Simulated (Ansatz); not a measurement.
**hcp against bcc along group 6**

Theory: DFT, r2SCAN, plane waves (500 eV) with PAW, scalar-relativistic in Ansatz. (PAW data from PBE, frozen cores regenerated.)

Each structure is relaxed within its symmetry, in the lowest magnetic state of the tried starts. Differences under about 8 meV lie within the error of the k-point mesh.

Real chromium orders in an incommensurate spin-density wave, which this two-atom cell only mimics.

```json
{"element": "Cr", "E(hcp) − E(bcc) (meV/atom)": "499", "V(hcp) (Å³/atom)": "14.87", "V(bcc) (Å³/atom)": "13.01", "state of hcp": "antiferromagnetic", "state of bcc": "antiferromagnetic"}
{"element": "Mo", "E(hcp) − E(bcc) (meV/atom)": "500", "V(hcp) (Å³/atom)": "15.97", "V(bcc) (Å³/atom)": "15.67", "state of hcp": "spin not included", "state of bcc": "spin not included"}
{"element": "W", "E(hcp) − E(bcc) (meV/atom)": "?", "V(hcp) (Å³/atom)": "?", "V(bcc) (Å³/atom)": "?", "state of hcp": "?", "state of bcc": "?"}
```

Problem. Fill in the row of W.

Solution. E(hcp) − E(bcc) (meV/atom): 574; V(hcp) (Å³/atom): 16.31; V(bcc) (Å³/atom): 15.92; state of hcp: spin not included; state of bcc: spin not included.
